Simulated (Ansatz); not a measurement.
**SiPH3 (triplet): the correlation ladder, cc-pVDZ**

The task here is to estimate one member of a computed series from the others.

Computed with Ansatz 0.2.0, Gaussian basis. Level: cc-pVDZ, core rule «outside noble gas», up to 10 orbitals frozen.

To be run: UHF; CCSD(T) on ROHF; CCSD(T) on UHF; BCCD(T) on ROHF; CISD as a restricted active space (open shells left free, so some higher excitations enter); CCSDT(Q) on ROHF; CCSDT(Q) on UHF.

9 further runs of the same task are left out: 9 set aside as unsound or not needed. Runs told in other sessions of the task aren't counted.

## The geometry

The geometry is a PBE0/def2-TZVP stationary point (not a proven minimum) of the parent state, kept for this charge and spin.

5 atoms, charge 0, spin multiplicity 3.

Atoms are counted from 1 here; the program's logs count them from 0.

Bond lengths: Si1–P2 2.174 Å, Si1–H3 1.524 Å, P2–H4 1.409 Å, P2–H5 1.408 Å. Angles: P2–Si1–H3 87.8°, Si1–P2–H4 117.1°, Si1–P2–H5 112.4°, H4–P2–H5 102.2°.

The first run:

Contents of in.yaml:

```yaml
crystal:
  periodic: [false, false, false]
  atoms:
    - {symbol: Si, position_ang: [-0.042392, 0.081545, 1.171934]}
    - {symbol: P, position_ang: [0.073725, -0.027248, -0.995977]}
    - {symbol: H, position_ang: [0.017415, -1.441379, 1.194196]}
    - {symbol: H, position_ang: [-0.605598, -1.091045, -1.621383]}
    - {symbol: H, position_ang: [-0.496156, 1.097555, -1.621744]}
basis:
  gaussian: {orbitals: cc-pVDZ}
magnetization: {spin_polarized: true, initial_magnetization: 2}
hamiltonian: {xc: hf}
output: {orbitals: {seedname: orbitals}}
```

Started as:

```sh
$ ansatz run in.yaml --threads 1 --pin off --events-out ev --progress --plain --max-ram 2393MiB
```

Steps of the session up to this table: UHF; CCSD(T) on ROHF; CCSD(T) on UHF; BCCD(T) on ROHF; CISD as a restricted active space (open shells left free, so some higher excitations enter); CCSDT(Q) on ROHF; CCSDT(Q) on UHF.

One table of the session follows, with a row left open; its other results are not shown here.

It belongs to the step «Misses and costs». 

| method | from UCCSDT(Q) (meV) |
| --- | --- |
| ROHF | +6628.5 |
| UHF | +6539.8 |
| RMP2 | ? |
| UMP2 | +1349.1 |
| CISD | +833.9 |
| RCCSD | +260.5 |
| UCCSD | +255.7 |
| RCCSD(T) | +54.9 |
| UCCSD(T) | +53.3 |
| BCCD(T) | +51.0 |
| RCCSDT | +13.7 |
| UCCSDT | +13.1 |
| RCCSDT(Q) | +1.3 |
| UCCSDT(Q) | 0 |

Estimate the missing values for RMP2.

**Answer.** from UCCSDT(Q) (meV): +1370.2. In the column «from UCCSDT(Q) (meV)» it lies between UMP2 (+1349.1) and UHF (+6539.8).

To keep in mind: Restricted and unrestricted rows rest on different reference determinants; a gap between their highest levels can come from leftover correlation error, from unlike frozen cores or from another state.
